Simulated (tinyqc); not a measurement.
Ways to converge the cycle: SCF convergence aids in the sto-6g basis, for HF, spin multiplicity 1. Computed by the program tinyqc with PySCF. 

Geometry (angstrom):
```
atom,x,y,z
F,0.0000,0.0000,0.0000
H,0.0000,0.0000,0.9170
```

lowest restricted solution found by these runs and by PySCF = -99.499859 hartree

RHF with one setting changed at a time; a run stops when the energy changes by less than 1e-09 hartree and the error matrix is below 1e-5. The start is the Wolfsberg-Helmholz matrix. Damping d keeps d of the old density; a shift (hartree) raises the virtual levels; DIIS n extrapolates F over n matrices.

Largest element of the error matrix X^T (FDS - SDF) X:
```
iteration,plain,damping 0.3,damping 0.6,shift 0.4,DIIS 3,DIIS 8
1,6.3e-01,6.3e-01,6.3e-01,6.3e-01,6.3e-01,6.3e-01
2,1.2e-01,2.2e-01,4.0e-01,2.1e-01,1.2e-01,1.2e-01
3,3.2e-02,9.7e-02,2.5e-01,9.2e-02,2.1e-02,2.1e-02
4,8.2e-03,4.7e-02,1.6e-01,3.6e-02,1.7e-03,1.7e-03
5,2.0e-03,2.3e-02,1.0e-01,1.4e-02,1.2e-04,1.0e-04
6,4.6e-04,1.1e-02,6.9e-02,5.5e-03,4.5e-07,2.2e-06
8,2.4e-05,2.5e-03,3.5e-02,8.3e-04,-,-
10,-,5.6e-04,1.7e-02,1.2e-04,-,-
14,-,2.7e-05,4.2e-03,-,-,-
20,-,-,5.0e-04,-,-,-
30,-,-,1.3e-05,-,-,-
```

How each run ends:
```
run,iterations,E (hartree),state
plain,9,-99.49986,lowest found
damping 0.3,19,-99.49986,lowest found
damping 0.6,40,-99.49986,lowest found
shift 0.4,13,-99.49986,lowest found
DIIS 3,7,-99.49986,lowest found
DIIS 8,7,-99.49986,lowest found
```

6 of 6 runs reach the lowest restricted solution found, in 7 to 40 iterations (fastest: DIIS 3, DIIS 8). Plain steps already contract here, so damping only slows them. DIIS 3 and DIIS 8 gain by cancelling the error over several earlier matrices, much as a quasi-Newton step does.
